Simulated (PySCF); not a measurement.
Point-charge models of `[H]/N=C(/C)C#N` against its computed dipole.

Coordinates (PBE0-D3(BJ)/def2-SVP, Å) and charges (e) from the PBE0/pcSseg-1 density (PySCF):

```csv
atom,x,y,z,Mulliken,IAO,Hirshfeld,ESP-fitted
C1,-1.290,0.216,0.199,-0.2012,-0.4304,-0.1075,-0.4828
C2,0.122,-0.276,0.230,-0.0305,+0.1634,+0.1166,+0.5411
N3,0.429,-1.463,-0.108,-0.2833,-0.3901,-0.1930,-0.6875
C4,1.126,0.685,0.669,+0.1009,+0.0915,+0.0771,+0.1747
N5,1.944,1.429,1.015,-0.2243,-0.2051,-0.1937,-0.3739
H6,-1.942,-0.596,-0.145,+0.1508,+0.1737,+0.0597,+0.1616
H7,-1.382,1.081,-0.477,+0.1523,+0.1667,+0.0601,+0.1505
H8,-1.604,0.550,1.200,+0.1522,+0.1666,+0.0601,+0.1498
H9,1.437,-1.623,-0.025,+0.1832,+0.2636,+0.1207,+0.3667
```

Question: What dipole does each set of charges give (1 e·Å = 4.803 D), and what does the density give?

Answer: The full density gives (-1.78, -0.52, -0.40) D, 1.90 D in size; dipole vectors point from the negative to the positive end.

```
    scheme     μx     μy     μz  size (D)  share of the full size (%)  angle to the full dipole (°)
  Mulliken  -3.23  -0.05  -0.45      3.26                         172                            16
       IAO  -1.65  -0.28  -0.31      1.70                          90                             7
 Hirshfeld  -1.64  -0.63  -0.42      1.81                          95                             5
ESP-fitted  -1.79  -0.52  -0.41      1.90                         100                             0
```

Question: Which set comes closest?

Answer: Length of the difference vector: ESP-fitted 0.01 D, Hirshfeld 0.18 D, IAO 0.29 D, Mulliken 1.52 D. Closest: ESP-fitted. The schemes that divide the density aren't constrained to reproduce the dipole.

Question: What is left for the Hirshfeld atoms' own dipoles?

Answer: The shares of the density sum to the whole, so what Σ q r misses lies in dipoles about the nuclei. The atomic dipoles sum to (-1.78, -0.52, -0.40) − (-1.64, -0.63, -0.42) = (-0.14, 0.11, 0.02) D, 0.18 D in size.

Question: With the origin at the mean of the coordinates, (-0.129, 0.000, 0.284) Å, which are the largest single terms, by size, of the IAO dipole along the direction of the full one?

Answer: N5 +2.45, C1 -2.17, H6 +1.63, H9 -1.22, H7 +0.84 D; all 9 atoms together +1.69 D. The single terms depend on the origin, their sum doesn't.

Question: Give the size of the full dipole in other units.

Answer: 1.90 D = 0.747 au = 0.395 e·Å = 6.33 × 10⁻³⁰ C·m.

Geometry: PBE0-D3(BJ)/def2-SVP; no solvent, vibrations or thermal averaging.
